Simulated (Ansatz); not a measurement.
# AlBH4 (SMILES [BH2][AlH2]): single points off equilibrium

The task here is to estimate one member of a computed series from the others.

The runs use Ansatz 0.2.0, Gaussian basis; single points in def2-TZVPP.

Correlated methods freeze the cores.

## The starting structure

SMILES `[BH2][AlH2]`, 6 atoms, charge 0, spin multiplicity 1.

Atoms are counted from 1 here; the program's logs count them from 0.

Bond lengths: B1–Al2 2.058 Å, B1–H3 1.145 Å, B1–H4 1.356 Å, Al2–H5 1.518 Å, Al2–H6 1.566 Å. Angles: Al2–B1–H3 122.0°, Al2–B1–H4 120.4°, H3–B1–H4 117.5°, B1–Al2–H5 125.8°, B1–Al2–H6 120.5°, H5–Al2–H6 110.5°.

Coordinates:

```
atom    x (Å)    y (Å)    z (Å)
  B1  -0.0410  -1.0987   0.0776
 Al2   0.1634   0.9487   0.0905
  H3  -0.8207  -1.6337   0.7226
  H4   0.8131  -1.8692  -0.6399
  H5   1.0824   1.7555  -0.8088
  H6  -0.9741   1.8565   0.6699
```

The first run:

The input, run/in.yaml:

```yaml
crystal:
  periodic: [false, false, false]
  atoms:
    - {symbol: B, position_ang: [-0.041000, -1.098700, 0.077600]}
    - {symbol: Al, position_ang: [0.163400, 0.948700, 0.090500]}
    - {symbol: H, position_ang: [-0.820700, -1.633700, 0.722600]}
    - {symbol: H, position_ang: [0.813100, -1.869200, -0.639900]}
    - {symbol: H, position_ang: [1.082400, 1.755500, -0.808800]}
    - {symbol: H, position_ang: [-0.974100, 1.856500, 0.669900]}
basis:
  gaussian: {orbitals: def2-TZVPP}
correlation: {method: ccsd_t}
output: {forces: true}
```

The command line of these runs was not kept.

Among the steps run: CCSD(T)/def2-TZVPP; PBE0-D4/def2-TZVPP; wB97M-V/def2-TZVPP; r2SCAN-D4/def2-TZVPP; PBE-D4/def2-TZVPP; B97M-V/def2-TZVPP; BHLYP-D4/def2-TZVPP.

One table of the session follows, with a row left open; its other results are not shown here.

```
   method  RMS force component (eV/Å)  angle to CCSD(T) forces (°)  dipole (D)
  CCSD(T)                       1.152                    reference        0.97
  PBE0-D4                       1.147                          2.2        0.99
  wB97M-V                           ?                            ?           ?
r2SCAN-D4                       1.138                          1.5        1.00
   PBE-D4                       1.124                          5.2        0.97
   B97M-V                       1.093                          2.6        1.14
 BHLYP-D4                       1.158                          4.8        1.00
```

**Question.** Estimate the row for wB97M-V.

**Answer.** RMS force component (eV/Å): 1.133; angle to CCSD(T) forces (°): 3.0; dipole (D): 0.98. In the column «RMS force component (eV/Å)» it lies between PBE-D4 (1.124) and r2SCAN-D4 (1.138).
